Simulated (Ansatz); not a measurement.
# H₂O⁺, doublet: the ladder up to full CI

Geometry: a point of a stretch scan, not a stationary point.

```xyz
3

O     0.0000   -0.0843    0.0281
H     0.0000    0.8457   -1.2947
H     0.0000    0.4930    0.8492
```

Basis cc-pVDZ; Ansatz 0.2.0. Correlated methods freeze the noble-gas cores, which leaves 7 electrons in 23 orbitals. R marks a restricted (for open shells ROHF) determinant, U an unrestricted one. Active spaces: pair = (3e, 3o) about the gap; valence = (7e, 6o) chosen from the atoms' valence shells.

Full CI is exact within this basis and frozen core; it isn't the basis-set limit. The frozen core follows each run's orbitals, which can shift R against U totals by a few meV.

Unrestricted rows (U) aren't spin-pure: their determinants' ⟨S²⟩ exceeds S(S+1) by up to 0.24, so they mix in states of higher spin. For open shells CISD is restricted-active-space CI with the open shells as a complete middle space.

```
UHF ⟨S²⟩                          : 0.987
T1 diagnostic (RCCSD)             : 0.0340
largest doubles amplitude (RCCSD) : 0.121
T1 diagnostic (UCCSD)             : 0.0582
```

Q: From what is known of these methods and the diagnostics, rank them by the size of their error in total energy against full CI in cc-pVDZ, smallest first (an estimate: the text doesn't fix the numbers).
A. NEVPT2 (valence space)
B. CASSCF (valence space)
C. CASSCF (pair space)
D. UCCSDT(Q)
E. MRCISD (pair space)

A: D (0.1 kJ/mol), E (17.8 kJ/mol), A (48.4 kJ/mol), B (314.9 kJ/mol), C (406.0 kJ/mol).

All errors are against full CI in cc-pVDZ. Below it: UCCSDT(Q). Within each family the higher level lies nearer, as is usual though not guaranteed.

The full-CI state has the irrep A'' of Cs, in the program's axes.

Natural occupations of full CI about the gap: 1.980 1.963 1.906 0.993 0.086 0.029 0.010 0.007 0.005 0.005; effectively unpaired electrons, Σ n²(2−n)², 1.07.
